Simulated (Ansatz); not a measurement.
Rock-salt TiC was calculated with r²SCAN in Ansatz (PAW).

Settings: plane-wave cutoff 600 eV, 16×16×16 k mesh, Fermi–Dirac smearing 0.1 eV, finite displacements, no spin polarisation, scalar-relativistic PAW data made under PBE.

Computed at the level's own relaxed cell.

Harmonic phonon frequencies (cm⁻¹; i marks an imaginary mode):

| q point | frequencies |
|---|---|
| Γ | 0 0 0 510 510 510 |
| X | … |
| L | … |

Q: Fill in the missing entries.

A: 
- X, frequencies: 290 290 361 520 520 609
- L, frequencies: 256 256 462 578 578 742

No imaginary mode appears at these points.

Ansatz is a quantum-chemistry and plane-wave program.
